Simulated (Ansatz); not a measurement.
Rutile SnO₂

All values below come from HSE06 (plane waves, PAW; Ansatz, a program for electronic structure).

Numerical settings: plane-wave cutoff 520 eV, 6×6×8 k mesh (along the axes of the cell as run), scalar-relativistic PAW data made under PBE.

Cell (relaxed at this level):

SnO₂ is taken in the tetragonal space group P4₂/mnm (No. 136), the rutile structure, Pearson symbol tP6. Lattice parameters: a = b = 4.7554 Å, c = 3.1882 Å, α = β = γ = 90.00°. Sn on 2a is coordinated by 6 O at 2.059 Å (octahedral). O on 4f has 3 Sn at 2.059 Å (trigonal planar). (Neighbours: up to the widest gap in distance over summed covalent radii, below 1.35, at either atom; cation-cation and far metal-metal contacts left out.)

| Item | Result |
|---|---|
| elastic constant C11 | 259 GPa |
| elastic constant C12 | 173 GPa |
| elastic constant C13 | 155 GPa |
| elastic constant C33 | 454 GPa |
| elastic constant C44 | 101 GPa |
| elastic constant C66 | 206 GPa |
| Voigt–Reuss–Hill bulk modulus | 211 GPa |
| Voigt–Reuss–Hill shear modulus (Hill average) | 101 GPa |
| Young modulus | 262 GPa |
| Poisson ratio | 0.293 |

Measured, for comparison: elastic constant C11 262 GPa, elastic constant C12 177 GPa, elastic constant C13 156 GPa, elastic constant C33 450 GPa, elastic constant C44 103 GPa, elastic constant C66 207 GPa (temperature not stated, no zero-point or thermal correction; as tabulated in Oses et al. (2018), arXiv:1811.08464); Voigt–Reuss–Hill shear modulus 102 GPa (temperature not stated, no zero-point or thermal correction, Hill average of measured single-crystal constants; as tabulated in Oses et al. (2018), arXiv:1811.08464). Computed (rounded) less measured: elastic constant C11 -1 %, elastic constant C12 -2 %, elastic constant C13 -0.6 %, elastic constant C33 +0.9 %, elastic constant C44 -2 %, elastic constant C66 -0.5 %, Voigt–Reuss–Hill shear modulus -1.0 %.

Elastic constants are with the ions relaxed.

Spin–orbit coupling is not included.

Static lattice: no zero-point or thermal effects.
